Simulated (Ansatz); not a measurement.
# [P2H3]− (SMILES [PH-]P): methods side by side

The species is [P2H3]− (5 atoms), meant as a singlet with charge -1. As SMILES, `[PH-]P`. Geometry: relaxed at GFN2-xTB. This is one conformer, not always the lowest.

```xyz
5

P     0.7902   -1.1094    0.1438
P    -0.4775    0.5463    0.0761
H     0.2795   -1.4626    1.3644
H    -0.9839    0.4702   -1.2282
H     0.3917    1.5555   -0.3561
```

Each level gives the energy change with the P1–H3 bond stretched from 1.369 to 1.712 Å (eV). The values are calculated.

```
                      level                   kind  program  value (eV)  less FCI/STO-3G
 r2SCAN/STO-3G (restricted)               meta-GGA   Ansatz        0.58             0.00
 B2PLYP/STO-3G (restricted)          double hybrid   Ansatz        0.64            +0.06
RPA@PBE/STO-3G (restricted)                    RPA   Ansatz        0.46            -0.12
BCCD(T)/STO-3G (restricted)  coupled cluster or CI   Ansatz        0.58             0.00
CCSD(T)/STO-3G (restricted)  coupled cluster or CI   Ansatz        0.58             0.00
   CCSD/STO-3G (restricted)  coupled cluster or CI   Ansatz        0.58             0.00
  CCSDT/STO-3G (restricted)  coupled cluster or CI   Ansatz        0.58             0.00
 CCSDTQ/STO-3G (restricted)  coupled cluster or CI   Ansatz        0.58             0.00
                 FCI/STO-3G     exact in the basis   Ansatz        0.58             0.00
```

FCI/STO-3G is exact within its basis and frozen core, so for wave-function methods in that basis the difference is their error; functionals converge differently with the basis, so for them it is only a difference. Sets without diffuse functions describe the anion poorly. The first shape isn't each level's own minimum. The values span 0.46 to 0.64 eV. All rows use very small basis sets, so even the best lies far from the true value.
